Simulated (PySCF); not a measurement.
C3H6, SMILES C(=C)C (connectivity only; charge and spin as stated), charge +1, multiplicity 2.

The structure is a stationary point at ωB97X-D3(BJ)/def2-TZVP. The multiplicity is an assumed one; other spin states were not compared.

Level of theory: SMD-ωB97X/6-31G* in PySCF.

Solvation free energies are E(SMD) − E(gas) at the gas-phase geometry, for 1 M in both phases.

Computed solvation free energies in water, ethanol, methanol:
```
solvent   ΔG(solv) (kcal/mol)  its non-electrostatic (CDS) part
--------  -------------------  --------------------------------
water                   -65.3                               3.2
ethanol                 -66.3                               0.4
methanol                -66.8                               0.5
```
